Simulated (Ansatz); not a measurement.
# PSi2: the cost of one run

Program: Ansatz 0.2.0, Gaussian basis. Level of theory: def2-QZVPP, core rule «outside noble gas», up to 15 orbitals frozen. These are calculated values, not measurements.

Plan: UHF; ROHF; CCSD(T) on UHF.

## Step 1: What is computed

The geometry is a PBE0/def2-TZVP stationary point (not a proven minimum) of the parent state, kept for this charge and spin.

3 atoms, charge 0, spin multiplicity 6.

Atoms are counted from 1 here; the program's logs count them from 0.

Bond lengths: Si1–P2 2.159 Å, P2–Si3 2.159 Å. Angles: Si1–P2–Si3 180.0°.

As a file:

```xyz
3
PSi2
Si    0.0000    0.0000    2.1595
P     0.0000    0.0000    0.0000
Si    0.0000    0.0000   -2.1595
```

## Step 2: UHF

File in.yaml:

```yaml
crystal:
  periodic: [false, false, false]
  atoms:
    - {symbol: Si, position_ang: [0.000000, 0.000000, 2.159500]}
    - {symbol: P, position_ang: [0.000000, 0.000000, 0.000000]}
    - {symbol: Si, position_ang: [0.000000, 0.000000, -2.159500]}
basis:
  gaussian: {orbitals: "def2-QZVPP.json"}
magnetization: {spin_polarized: true, initial_magnetization: 5}
hamiltonian: {xc: hf}
output: {orbitals: {seedname: orbitals}}
```

Started as:

```
$ ansatz run in.yaml --threads 1 --pin off --events-out ev --progress --plain --max-ram 2393MiB
```

Q: Estimate wall time and peak memory on 1 thread of Intel Xeon 6975P-C, shared host.

About 64 s, with a peak of 0.73 GiB.
